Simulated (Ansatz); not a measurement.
A run of Ansatz (development build ahead of 0.2.0) on doublet BH3(+) at this shape:

```
atom    x (Å)    y (Å)    z (Å)
   B  -0.0998  -0.1338   0.0653
   H  -0.5067  -0.7458  -0.8249
   H   0.8595   0.8674  -0.4291
   H  -0.1937  -0.0425   1.2136
```

Its results:

```yaml
Converged: yes
Total_energy: -25.95007 hartree
Spin_squared_of_the_determinant: 0.759
Stability_test: minimum
```

Forces (eV/Å):
```csv
atom,Fx,Fy,Fz
B1,-0.752,-0.773,0.428
H2,0.094,-0.108,-1.239
H3,0.221,0.230,-0.113
H4,0.437,0.651,0.924
```

**Question.** Which input gives this output? Name the method, the orbitals and the basis set, and write the input.

**Answer.** UHF in def2-SVP.

```yaml
crystal:
  periodic: [false, false, false]
  atoms:
    - { symbol: B, position_ang: [-0.09985, -0.13381, 0.06534] }
    - { symbol: H, position_ang: [-0.50669, -0.7458, -0.82491] }
    - { symbol: H, position_ang: [0.85953, 0.86741, -0.42909] }
    - { symbol: H, position_ang: [-0.1937, -0.0425, 1.21364] }
basis:
  gaussian: { orbitals: def2-SVP }
total_charge: 1
magnetization:
  spin_polarized: true
  initial_magnetization: 1
hamiltonian:
  xc: hf
output:
  forces: true
```
